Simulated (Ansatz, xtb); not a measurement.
Species: CCl4, net charge 0, singlet state. 
Structure (B3LYP-D3(BJ)/def2-TZVP (Ansatz, a program for electronic structure) minimum search):
SMILES: ClC(Cl)(Cl)Cl
```xyz
5

C      0.0000     0.0000     0.0000
Cl     1.0327     1.0410     1.0081
Cl    -1.0056    -1.0297     1.0464
Cl    -1.0489     1.0136    -1.0192
Cl     1.0218    -1.0250    -1.0353
```
Charge 0, spin multiplicity 1.

Harmonic wavenumbers from GFN2-xTB (xtb, at its own minimum), cm⁻¹: 188, 188, 271, 271, 271, 442, 638, 639, 639.

Problem. Give the harmonic wavenumbers at B3LYP-D3(BJ)/def2-TZVP (Ansatz, finite differences of forces, unscaled).

Solution. 214, 214, 310, 310, 310, 451, 743, 743, 743 cm⁻¹. Zero-point energy 5.8 kcal/mol.

Problem. From these and the geometry, give the ideal-gas thermochemistry at 298.15 K and 1 atm (rigid rotor, harmonic oscillator).

Solution. Point group Td, rotational symmetry number 12. Rotational constants 1.688, 1.688, 1.688 GHz. S(trans) 41.00, S(rot) 23.65, S(vib) 9.67, S(elec, spin only) 0.00, S 74.3 cal/(mol K). H(298) - H(0) 4.16 kcal/mol; G - E(el) -12.2 kcal/mol.
